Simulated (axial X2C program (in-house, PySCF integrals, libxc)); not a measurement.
# Potential curves of BS, two-component

All values were computed with an axial X2C code built on PySCF integrals. Two-component (2c) means X2C with spin–orbit coupling and atomic mean-field two-electron Coulomb and Gaunt terms. Basis: S dyall-av3z [9s8p3d2f], B dyall-v3z [7s6p2d1f] (cores contracted in-house); Gaussian nuclei, density fitting, unrestricted open shells. Masses: S 31.972 u, B 11.009 u.

State: Ω = 1/2 (⟨Sz⟩ = 0.50, ⟨Lz⟩ = 0.00 at HF). Energies in kJ/mol from the fragments at the same level (S + B). Fits are polynomials in 1 − R0/R over 0.85 to 1.23 times the lowest point R0.

```json
{"R (Å)": "1.4033", "HF": "-262.58", "M06": "-431.66", "PBE0": "-442.98", "CCSD(T)": ""}
{"R (Å)": "1.4678", "HF": "-336.36", "M06": "-505.22", "PBE0": "-517.28", "CCSD(T)": "-470.02"}
{"R (Å)": "1.5162", "HF": "-367.81", "M06": "-537.42", "PBE0": "-549.73", "CCSD(T)": "-505.19"}
{"R (Å)": "1.5646", "HF": "-383.24", "M06": "-554.27", "PBE0": "-566.63", "CCSD(T)": "-524.57"}
{"R (Å)": "1.6130", "HF": "-385.93", "M06": "-558.95", "PBE0": "-571.22", "CCSD(T)": "-531.43"}
{"R (Å)": "1.6695", "HF": "-376.55", "M06": "-552.46", "PBE0": "-564.49", "CCSD(T)": "-527.15"}
{"R (Å)": "1.7259", "HF": "-356.99", "M06": "-536.27", "PBE0": "-548.01", "CCSD(T)": "-513.00"}
{"R (Å)": "1.7985", "HF": "-321.27", "M06": "-505.37", "PBE0": "-516.77", "CCSD(T)": "-484.84"}
{"R (Å)": "1.8872", "HF": "-268.10", "M06": "-458.06", "PBE0": "-469.19", "CCSD(T)": ""}
{"R (Å)": "2.0162", "HF": "", "M06": "-381.82", "PBE0": "-392.76", "CCSD(T)": ""}
```

Correlated methods: 9 electrons correlated (number of frozen shells: S 2 s, 1 p; B 1 s), 175 virtual spin orbitals or spinors in MP2, 90 natural virtuals in coupled cluster.

One determinant describes the state; a PBE0 search over occupations chose it and may have missed a lower one. De is counted from the lowest determinant-based energies of the atoms at the same level, without counterpoise correction. Density functionals use the spin component along the axis (collinear). CCSD and (T) use frozen natural virtuals with an MP2 correction for the truncation; (T) itself is uncorrected, so its De runs slightly low. A 2c atom that is not at its ground J level misses part of its spin–orbit lowering, and De is too large by that part (0.04 eV or less for light atoms). This holds for M06, PBE0. Without a current term, density functionals place determinants with orbital angular momentum somewhat too high. The determinant is spin-polarised beyond a pure state at some levels (its spin-free form has ⟨S²⟩ too high), which makes Re and μ there less reliable. The stretched end of a curve changes character and is left out. Coupled cluster ran on the points near the minimum only. MP2 and coupled cluster on one determinant become unreliable at the stretched end.

Task: What are Re, ωe and De at the HF level?

Result: At HF, 2c: Re = 1.600 Å, ωe ≈ 1250 cm⁻¹, De = 4.00 eV to S + B; Be follows as 0.804 cm⁻¹.

Task: What are Re, ωe and De at the M06 level?

Result: At M06, 2c: Re = 1.610 Å, ωe ≈ 1190 cm⁻¹, De = 5.79 eV to S + B; Be follows as 0.794 cm⁻¹.

Task: Fit the PBE0 curve near its minimum: give the equilibrium distance, the harmonic wavenumber and the well depth.

Result: At PBE0, 2c: Re = 1.610 Å, ωe ≈ 1200 cm⁻¹, De = 5.92 eV to S + B; Be follows as 0.794 cm⁻¹.

Task: Fit the CCSD(T) curve near its minimum: give the equilibrium distance, the harmonic wavenumber and the well depth.

Result: At CCSD(T), 2c: Re = 1.621 Å, ωe ≈ 1180 cm⁻¹, De = 5.51 eV to S + B; Be follows as 0.784 cm⁻¹.
